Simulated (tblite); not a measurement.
Record of a relaxation.

Species: C5H10N (charge +1).
Bonds: C1–C2 (triple), C2–N3, N3–C4, N3–C5, N3–C6. Hydrogens: H7 on C1; H8, H9, H10 on C4; H11, H12, H13 on C5; H14, H15, H16 on C6.
Bond orders are those of one Lewis drawing.

Computed with GFN2-xTB (tblite), gas phase: L-BFGS steps from a force-field or distance-geometry start until the largest atomic force falls under 0.01 eV/Å. 6 of its 22 geometries are shown.

Step 0: E = -495.8830 eV, largest atomic force 1.457 eV/Å
```
atom  x, y, z in Å  |  force x, y, z in eV/Å
C1      1.742    1.782    0.846   -0.808  -0.764  -0.394
C2      0.937    0.975    0.450   -0.753  -0.928  -0.315
N3     -0.035   -0.049   -0.020    0.501   1.340   0.275
C4      0.161   -1.326    0.745   -0.064   0.778   0.036
C5      0.185   -0.286   -1.497   -0.258   0.226   0.899
C6     -1.452    0.487    0.206    1.392  -0.108  -0.046
H7      2.438    2.512    1.188   -0.291  -0.313  -0.150
H8      0.008   -1.127    1.822    0.089  -0.180  -0.508
H9     -0.558   -2.074    0.396    0.144   0.184   0.096
H10     1.178   -1.690    0.584   -0.138   0.019   0.075
H11    -0.541   -1.030   -1.852    0.259   0.227   0.102
H12     0.041    0.657   -2.037    0.112  -0.282   0.087
H13     1.202   -0.654   -1.635   -0.085   0.051  -0.142
H14    -1.579    0.662    1.278   -0.071   0.053  -0.214
H15    -1.568    1.430   -0.349   -0.029  -0.374   0.237
H16    -2.165   -0.259   -0.135    0.001   0.068  -0.038
```

Step 4: E = -496.1022 eV, largest atomic force 0.349 eV/Å
```
atom  x, y, z in Å  |  force x, y, z in eV/Å
C1      1.700    1.745    0.826   -0.242  -0.223  -0.115
C2      0.907    0.936    0.439   -0.037  -0.038  -0.006
N3     -0.022   -0.018   -0.012   -0.072  -0.165  -0.027
C4      0.163   -1.284    0.734    0.043  -0.172   0.072
C5      0.184   -0.271   -1.454    0.073  -0.024  -0.187
C6     -1.397    0.481    0.207   -0.191   0.021   0.027
H7      2.393    2.464    1.165   -0.051  -0.067  -0.029
H8      0.012   -1.132    1.800    0.005   0.119   0.083
H9     -0.545   -2.045    0.400   -0.036   0.161  -0.084
H10     1.166   -1.682    0.588    0.095   0.103  -0.036
H11    -0.524   -1.010   -1.831   -0.041   0.010   0.172
H12     0.049    0.642   -2.030    0.022   0.136   0.028
H13     1.189   -0.646   -1.640    0.081   0.032   0.062
H14    -1.578    0.666    1.263    0.087   0.044   0.130
H15    -1.566    1.408   -0.334    0.091   0.118  -0.056
H16    -2.139   -0.245   -0.133    0.174  -0.056  -0.035
```

Step 8: E = -496.1221 eV, largest atomic force 0.054 eV/Å
```
atom  x, y, z in Å  |  force x, y, z in eV/Å
C1      1.681    1.729    0.817    0.001   0.005   0.003
C2      0.891    0.919    0.433    0.007   0.007   0.005
N3     -0.030   -0.029   -0.015   -0.008   0.007  -0.003
C4      0.167   -1.288    0.739   -0.023   0.009  -0.021
C5      0.188   -0.269   -1.460   -0.021  -0.012   0.019
C6     -1.400    0.484    0.211    0.004  -0.020  -0.016
H7      2.375    2.444    1.156   -0.011  -0.013  -0.007
H8      0.015   -1.120    1.805    0.021   0.027  -0.016
H9     -0.550   -2.030    0.392   -0.012  -0.052   0.011
H10     1.176   -1.670    0.586   -0.002   0.037   0.006
H11    -0.527   -1.009   -1.814   -0.011  -0.019  -0.041
H12     0.053    0.653   -2.025    0.018   0.001   0.040
H13     1.198   -0.641   -1.634   -0.002   0.030   0.021
H14    -1.567    0.672    1.272    0.038   0.004  -0.026
H15    -1.554    1.415   -0.336    0.043  -0.005   0.020
H16    -2.122   -0.252   -0.138   -0.044  -0.006   0.005
```

Step 13: E = -496.1236 eV, largest atomic force 0.029 eV/Å
```
atom  x, y, z in Å  |  force x, y, z in eV/Å
C1      1.677    1.727    0.816    0.003   0.002   0.002
C2      0.889    0.917    0.432   -0.018  -0.020  -0.010
N3     -0.033   -0.032   -0.017   -0.001   0.006  -0.001
C4      0.164   -1.288    0.738    0.011   0.002   0.012
C5      0.186   -0.271   -1.459    0.007   0.009  -0.003
C6     -1.401    0.482    0.209    0.008   0.013   0.007
H7      2.373    2.441    1.154   -0.011  -0.010  -0.005
H8      0.018   -1.114    1.803   -0.010   0.000   0.014
H9     -0.550   -2.037    0.395    0.011  -0.014   0.018
H10     1.176   -1.662    0.586    0.015  -0.013  -0.008
H11    -0.528   -1.010   -1.820    0.012   0.005  -0.022
H12     0.056    0.655   -2.017   -0.011   0.013  -0.009
H13     1.198   -0.636   -1.629    0.014  -0.014  -0.003
H14    -1.560    0.673    1.269   -0.006  -0.003   0.017
H15    -1.545    1.415   -0.334   -0.005   0.005  -0.014
H16    -2.129   -0.251   -0.137   -0.017   0.019   0.004
```

Step 17: E = -496.1242 eV, largest atomic force 0.015 eV/Å
```
atom  x, y, z in Å  |  force x, y, z in eV/Å
C1      1.674    1.724    0.815    0.000  -0.002  -0.001
C2      0.886    0.914    0.431    0.002  -0.001   0.000
N3     -0.036   -0.035   -0.018    0.000   0.003   0.001
C4      0.165   -1.289    0.739    0.000  -0.002   0.000
C5      0.187   -0.270   -1.461   -0.001  -0.001  -0.001
C6     -1.402    0.483    0.209   -0.004   0.001   0.000
H7      2.370    2.438    1.153   -0.006  -0.004  -0.002
H8      0.018   -1.111    1.804    0.012  -0.006   0.004
H9     -0.545   -2.042    0.402   -0.004  -0.005  -0.001
H10     1.178   -1.660    0.585    0.005  -0.004   0.014
H11    -0.523   -1.009   -1.829   -0.002  -0.003  -0.005
H12     0.056    0.659   -2.015    0.012  -0.002  -0.006
H13     1.200   -0.636   -1.627    0.002   0.009  -0.011
H14    -1.557    0.673    1.271   -0.005   0.013  -0.003
H15    -1.542    1.416   -0.336   -0.005   0.006   0.011
H16    -2.135   -0.244   -0.134   -0.004  -0.002  -0.002
```

Step 21: E = -496.1243 eV, largest atomic force 0.007 eV/Å
```
atom  x, y, z in Å  |  force x, y, z in eV/Å
C1      1.674    1.723    0.814   -0.002  -0.003  -0.001
C2      0.886    0.913    0.431   -0.001   0.000   0.000
N3     -0.036   -0.036   -0.018   -0.001  -0.007  -0.002
C4      0.166   -1.290    0.740    0.000  -0.002   0.001
C5      0.187   -0.270   -1.461    0.001  -0.001  -0.003
C6     -1.402    0.484    0.209    0.000  -0.001   0.000
H7      2.369    2.437    1.152    0.003   0.004   0.002
H8      0.020   -1.112    1.805    0.001  -0.001  -0.002
H9     -0.545   -2.044    0.403    0.004   0.004   0.002
H10     1.179   -1.661    0.587   -0.005   0.002   0.000
H11    -0.523   -1.009   -1.831    0.002   0.002   0.002
H12     0.058    0.659   -2.016    0.000   0.000   0.001
H13     1.200   -0.634   -1.629   -0.002   0.000   0.001
H14    -1.558    0.675    1.271   -0.001   0.000  -0.001
H15    -1.543    1.417   -0.334    0.000   0.000   0.000
H16    -2.137   -0.243   -0.134    0.003   0.002   0.002
```

**Question.** Summarise the path.

**Answer.** The energy falls by 5.56 kcal/mol from step 0 to step 21; nine tenths of that is first reached at step 4. It falls at every step. The largest force goes from 1.457 to 0.007 eV/Å. Among the bonds C2–N3 changes most, from 1.488 to 1.397 Å; the atoms move by 0.051 Å rms after alignment.

**Question.** Follow the three bonds and two angles with the largest change from start to end.

**Answer.** 
```json
{"step": "0", "E above end (kcal/mol)": "5.56", "largest force (eV/Å)": "1.457", "C2–N3 (Å)": "1.488", "N3–C6 (Å)": "1.531", "N3–C5 (Å)": "1.512", "N3–C6–H14 (°)": "108.0", "H12–C5–H13 (°)": "110.5"}
{"step": "1", "E above end (kcal/mol)": "3.13", "largest force (eV/Å)": "0.831", "C2–N3 (Å)": "1.452", "N3–C6 (Å)": "1.512", "N3–C5 (Å)": "1.505", "N3–C6–H14 (°)": "108.9", "H12–C5–H13 (°)": "109.7"}
{"step": "2", "E above end (kcal/mol)": "1.41", "largest force (eV/Å)": "0.960", "C2–N3 (Å)": "1.411", "N3–C6 (Å)": "1.484", "N3–C5 (Å)": "1.490", "N3–C6–H14 (°)": "110.3", "H12–C5–H13 (°)": "108.6"}
{"step": "3", "E above end (kcal/mol)": "1.23", "largest force (eV/Å)": "2.106", "C2–N3 (Å)": "1.391", "N3–C6 (Å)": "1.477", "N3–C5 (Å)": "1.482", "N3–C6–H14 (°)": "110.8", "H12–C5–H13 (°)": "108.2"}
{"step": "4", "E above end (kcal/mol)": "0.51", "largest force (eV/Å)": "0.349", "C2–N3 (Å)": "1.406", "N3–C6 (Å)": "1.479", "N3–C5 (Å)": "1.479", "N3–C6–H14 (°)": "110.9", "H12–C5–H13 (°)": "108.3"}
{"step": "5", "E above end (kcal/mol)": "0.33", "largest force (eV/Å)": "0.385", "C2–N3 (Å)": "1.407", "N3–C6 (Å)": "1.481", "N3–C5 (Å)": "1.480", "N3–C6–H14 (°)": "110.7", "H12–C5–H13 (°)": "108.5"}
{"step": "6", "E above end (kcal/mol)": "0.14", "largest force (eV/Å)": "0.378", "C2–N3 (Å)": "1.403", "N3–C6 (Å)": "1.483", "N3–C5 (Å)": "1.481", "N3–C6–H14 (°)": "110.6", "H12–C5–H13 (°)": "108.7"}
{"step": "7", "E above end (kcal/mol)": "0.07", "largest force (eV/Å)": "0.139", "C2–N3 (Å)": "1.398", "N3–C6 (Å)": "1.482", "N3–C5 (Å)": "1.481", "N3–C6–H14 (°)": "110.5", "H12–C5–H13 (°)": "108.8"}
{"step": "8", "E above end (kcal/mol)": "0.05", "largest force (eV/Å)": "0.054", "C2–N3 (Å)": "1.396", "N3–C6 (Å)": "1.481", "N3–C5 (Å)": "1.481", "N3–C6–H14 (°)": "110.5", "H12–C5–H13 (°)": "108.7"}
{"step": "9", "E above end (kcal/mol)": "0.04", "largest force (eV/Å)": "0.052", "C2–N3 (Å)": "1.396", "N3–C6 (Å)": "1.480", "N3–C5 (Å)": "1.480", "N3–C6–H14 (°)": "110.4", "H12–C5–H13 (°)": "108.6"}
{"step": "10", "E above end (kcal/mol)": "0.03", "largest force (eV/Å)": "0.063", "C2–N3 (Å)": "1.396", "N3–C6 (Å)": "1.479", "N3–C5 (Å)": "1.480", "N3–C6–H14 (°)": "110.3", "H12–C5–H13 (°)": "108.5"}
{"step": "11", "E above end (kcal/mol)": "0.02", "largest force (eV/Å)": "0.053", "C2–N3 (Å)": "1.396", "N3–C6 (Å)": "1.479", "N3–C5 (Å)": "1.479", "N3–C6–H14 (°)": "110.2", "H12–C5–H13 (°)": "108.4"}
{"step": "12", "E above end (kcal/mol)": "0.02", "largest force (eV/Å)": "0.035", "C2–N3 (Å)": "1.397", "N3–C6 (Å)": "1.479", "N3–C5 (Å)": "1.479", "N3–C6–H14 (°)": "110.1", "H12–C5–H13 (°)": "108.4"}
{"step": "13", "E above end (kcal/mol)": "0.02", "largest force (eV/Å)": "0.029", "C2–N3 (Å)": "1.397", "N3–C6 (Å)": "1.479", "N3–C5 (Å)": "1.479", "N3–C6–H14 (°)": "110.1", "H12–C5–H13 (°)": "108.4"}
{"step": "14", "E above end (kcal/mol)": "0.01", "largest force (eV/Å)": "0.033", "C2–N3 (Å)": "1.398", "N3–C6 (Å)": "1.479", "N3–C5 (Å)": "1.478", "N3–C6–H14 (°)": "110.1", "H12–C5–H13 (°)": "108.5"}
{"step": "15", "E above end (kcal/mol)": "0.01", "largest force (eV/Å)": "0.039", "C2–N3 (Å)": "1.398", "N3–C6 (Å)": "1.479", "N3–C5 (Å)": "1.478", "N3–C6–H14 (°)": "110.1", "H12–C5–H13 (°)": "108.6"}
{"step": "16", "E above end (kcal/mol)": "0.00", "largest force (eV/Å)": "0.025", "C2–N3 (Å)": "1.397", "N3–C6 (Å)": "1.479", "N3–C5 (Å)": "1.479", "N3–C6–H14 (°)": "110.0", "H12–C5–H13 (°)": "108.7"}
{"step": "17", "E above end (kcal/mol)": "0.00", "largest force (eV/Å)": "0.015", "C2–N3 (Å)": "1.397", "N3–C6 (Å)": "1.479", "N3–C5 (Å)": "1.479", "N3–C6–H14 (°)": "110.0", "H12–C5–H13 (°)": "108.7"}
{"step": "18", "E above end (kcal/mol)": "0.00", "largest force (eV/Å)": "0.013", "C2–N3 (Å)": "1.397", "N3–C6 (Å)": "1.479", "N3–C5 (Å)": "1.479", "N3–C6–H14 (°)": "110.1", "H12–C5–H13 (°)": "108.7"}
{"step": "19", "E above end (kcal/mol)": "0.00", "largest force (eV/Å)": "0.019", "C2–N3 (Å)": "1.397", "N3–C6 (Å)": "1.479", "N3–C5 (Å)": "1.479", "N3–C6–H14 (°)": "110.1", "H12–C5–H13 (°)": "108.6"}
{"step": "20", "E above end (kcal/mol)": "0.00", "largest force (eV/Å)": "0.018", "C2–N3 (Å)": "1.397", "N3–C6 (Å)": "1.479", "N3–C5 (Å)": "1.479", "N3–C6–H14 (°)": "110.1", "H12–C5–H13 (°)": "108.5"}
{"step": "21", "E above end (kcal/mol)": "0.00", "largest force (eV/Å)": "0.007", "C2–N3 (Å)": "1.397", "N3–C6 (Å)": "1.479", "N3–C5 (Å)": "1.479", "N3–C6–H14 (°)": "110.1", "H12–C5–H13 (°)": "108.5"}
```

What follows is the cost of the whole relaxation. Hardware: 2 threads, Arm Neoverse N1 (aarch64), on a shared host. Cost: 0.13 s wall, 0.22 s CPU.
